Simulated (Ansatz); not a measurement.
# C₂H₃FO: taking an electron away

The task here is to estimate one member of a computed series from the others.

The runs use Ansatz 0.2.0, Gaussian basis; unrestricted cation, the program's frozen cores in correlated methods.

The runs, in order: UKS PBE-D4/def2-TZVPP; UKS r2SCAN-D4/def2-TZVPP; UKS PBE0-D4/def2-TZVPP; UKS B3LYP-D4/def2-TZVPP; UKS wB97X-V/def2-TZVPP; UKS wB97M-V/def2-TZVPP; UKS B2PLYP/def2-TZVPP; UHF-CCSD(T)/def2-TZVPP; UHF-MP2/def2-QZVPP; extrapolation to the limit; then −ε(HOMO) from the neutral's earlier runs with LDA (SPW92), PBE-D4, revPBE-D4, BLYP-D4, r2SCAN-D4, B97M-V, PBE0-D4, B3LYP-D4, r2SCANh-D4, r2SCAN0-D4, HSE06-D4, BHLYP-D4, CAM-B3LYP-D4, LC-ωPBE, ωB97X-V, ωB97M-V.

## The relaxed structure

All runs share one geometry, relaxed beforehand with PBE0-D4 in a triple-zeta def2 set.

SMILES `FC1CO1`, 7 atoms, charge 0, spin multiplicity 1.

Atoms are counted from 1 here; the program's logs count them from 0.

Bond lengths: F1–C2 1.351 Å, C2–C3 1.449 Å, C2–O4 1.374 Å, C2–H5 1.087 Å, C3–O4 1.439 Å, C3–H6 1.086 Å, C3–H7 1.086 Å. Angles: F1–C2–C3 118.9°, F1–C2–O4 115.5°, F1–C2–H5 110.6°, C3–C2–O4 61.2°, C3–C2–H5 124.3°, O4–C2–H5 117.4°, C2–C3–O4 56.8°, C2–C3–H6 120.8°, C2–C3–H7 118.0°, O4–C3–H6 115.4°, O4–C3–H7 114.6°, H6–C3–H7 116.8°, C2–O4–C3 62.0°.

Set-up of the first run:

Input file in.yaml:

```yaml
crystal:
  periodic: [false, false, false]
  atoms:
    - {symbol: F, position_ang: [-1.230105, -1.269681, -0.057091]}
    - {symbol: C, position_ang: [-0.627821, -0.077476, -0.262021]}
    - {symbol: C, position_ang: [0.671386, 0.163607, 0.333374]}
    - {symbol: O, position_ang: [0.484927, -0.107938, -1.067736]}
    - {symbol: H, position_ang: [-1.365992, 0.696013, -0.456997]}
    - {symbol: H, position_ang: [0.995689, 1.172177, 0.572517]}
    - {symbol: H, position_ang: [1.133116, -0.644702, 0.892153]}
basis:
  gaussian: {orbitals: def2-TZVPP}
total_charge: 1
magnetization: {spin_polarized: true, initial_magnetization: 1}
hamiltonian: {xc: pbe, dispersion: d4}
```

Steps of the session up to this table: Cation, UKS PBE-D4/def2-TZVPP; Cation, UKS r2SCAN-D4/def2-TZVPP; Cation, UKS PBE0-D4/def2-TZVPP; Cation, UKS B3LYP-D4/def2-TZVPP; Cation, UKS wB97X-V/def2-TZVPP; Cation, UKS wB97M-V/def2-TZVPP; Cation, UKS B2PLYP (frozen core)/def2-TZVPP; Cation, UHF-CCSD(T)/def2-TZVPP; Cation, UHF-MP2/def2-QZVPP.

One table of the session follows, with a row left open; its other results are not shown here.

It belongs to the step «Ionisation energies side by side». For comparison, −ε(HOMO) of the neutral from earlier runs:

| functional | −ε(HOMO) (eV) |
| --- | --- |
| LDA (SPW92) | ? |
| PBE-D4 | 7.01 |
| revPBE-D4 | 6.95 |
| BLYP-D4 | 6.93 |
| r2SCAN-D4 | 7.36 |
| B97M-V | 7.51 |
| PBE0-D4 | 8.70 |
| B3LYP-D4 | 8.45 |
| r2SCANh-D4 | 8.00 |
| r2SCAN0-D4 | 8.95 |
| HSE06-D4 | 8.29 |
| BHLYP-D4 | 10.33 |
| CAM-B3LYP-D4 | 10.20 |
| LC-ωPBE | 11.53 |
| ωB97X-V | 11.19 |
| ωB97M-V | 11.13 |

Q: Estimate the row for LDA (SPW92) from the others.

**Answer.** −ε(HOMO) (eV): 7.16. In the column «−ε(HOMO) (eV)» it lies between PBE-D4 (7.01) and r2SCAN-D4 (7.36).

To keep in mind: The cation may have settled in a state other than its lowest; no search over hole states beyond the program's own was made.
